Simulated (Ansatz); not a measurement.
Born–Oppenheimer molecular dynamics of C4H4Cl2 (10 atoms, charge 0, multiplicity 1). It starts from a relaxed structure.

Theory: RKS r2SCAN/6-31G* in Ansatz.

```
ensemble             : NVT, Nosé–Hoover chain
time step            : 0.5 fs
steps asked          : 300
set temperature      : 100 K
thermostat           : time constant 20 fs, chain length 5
temperature schedule : 75 steps to 100 K, then 225 steps to 200 K
seed                 : 277264
```

First frame:

```xyz
10
Properties=species:S:1:pos:R:3
C -0.532 -1.254 0.698
C 0.202 -0.154 0.054
C 1.295 0.440 -0.378
C 0.048 1.145 -0.586
Cl -0.695 1.288 -2.232
Cl -0.385 2.613 0.379
H 0.140 -2.052 1.028
H -1.267 -1.668 -0.005
H -1.091 -0.871 1.561
H 2.369 0.463 -0.516
```

(1) How far do the bonds stretch over the last three quarters of this one trajectory? (Pairs bonded in most of those frames.)

Results:

(1) 
| bond | mean (Å) | spread (Å) | shortest | longest |
| --- | --- | --- | --- | --- |
| C1–C2 | 1.471 | 0.019 | 1.44 | 1.50 |
| C1–H7 | 1.097 | 0.028 | 1.04 | 1.15 |
| C1–H8 | 1.101 | 0.030 | 1.05 | 1.15 |
| C1–H9 | 1.098 | 0.008 | 1.08 | 1.12 |
| C2–C3 | 1.319 | 0.016 | 1.29 | 1.35 |
| C2–C4 | 1.456 | 0.012 | 1.43 | 1.48 |
| C3–C4 | 1.452 | 0.030 | 1.40 | 1.52 |
| C3–H10 | 1.085 | 0.020 | 1.05 | 1.12 |
| C4–Cl5 | 1.812 | 0.023 | 1.78 | 1.85 |
| C4–Cl6 | 1.819 | 0.029 | 1.76 | 1.88 |

Mean temperature of the second half: 154 K. The conserved energy stayed within 0.23 meV per atom of its start (net change 0.19 meV per atom), so the integration is sound. The schedule's set-point averaged 167 K over the second half and the system 154 K. A run of 0.15 ps of so small a system gives no equilibrium averages.

Time of the run: 38 min on 2 threads of Arm Neoverse N1, on a shared host, peak memory 0.18 GiB.
